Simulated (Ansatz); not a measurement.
# Basis or method: atomization of H₂Al–AsH₂

H2Al–AsH2, singlet; coordinates (Å): Al 0.032 0.000 1.750; As -0.038 0.000 -0.678; H 0.000 1.377 2.537; H 0.000 -1.377 2.537; H 1.002 1.109 -0.746; H 1.002 -1.109 -0.746. Quantity: atomization.

Ansatz 0.2.0, basis cc-pVDZ or cc-pVTZ; geometries are PBE0/def2-TZVP minima. Wave-function levels freeze the cores with the filled d shells of p-block atoms; HF, MP2 and coupled cluster are restricted for singlets and unrestricted otherwise, atoms included (their steps beyond CCSDT(Q) come from restricted open-shell runs), restricted open-shell where a d shell is frozen, Kohn–Sham unrestricted where that lies lower. The reference is CCSDT(Q) or CCSDTQ (coupled cluster only where its series has nearly closed). Semilocal and hybrid functionals correlate all electrons outside any core potential and usually lie nearer their basis limit than the reference, so part of their error here is the reference's basis and frozen-core error; RPA and the MP2 part of double hybrids freeze the same cores as the reference. None of these values is a measured one. Energies are electronic, without zero-point terms. No spin–orbit coupling and no scalar relativity. The species are chosen: bound, without strong static correlation by their natural occupations or amplitudes, in their lowest spin state as far as vertical gaps and like structures tell, and with a ladder that closes on the reference, so errors are smaller than for species at large; levels whose determinant breaks symmetry or spin markedly are left out.

| level | cc-pVDZ (kJ/mol) | cc-pVTZ (kJ/mol) |
| --- | --- | --- |
| reference | 1262.5 (CCSDTQ) | 1351.2 (CCSDT(Q)) |
| CCSD | 1250.0 | 1336.6 |
| CCSD(T) | 1260.7 | 1350.1 |
| PBE | 1351.3 | 1368.9 |
| r2SCAN | 1377.0 | 1398.2 |
| PBE0 | 1344.1 | 1362.0 |
| B3LYP | 1368.9 | 1391.3 |
| RPA-PBE | 1257.4 | 1321.7 |

From cc-pVDZ to cc-pVTZ the reference moves by 88.7 kJ/mol and PBE by 17.6; the step from CCSD(T) to the reference is 1.7 in the first and 1.2 in the last.
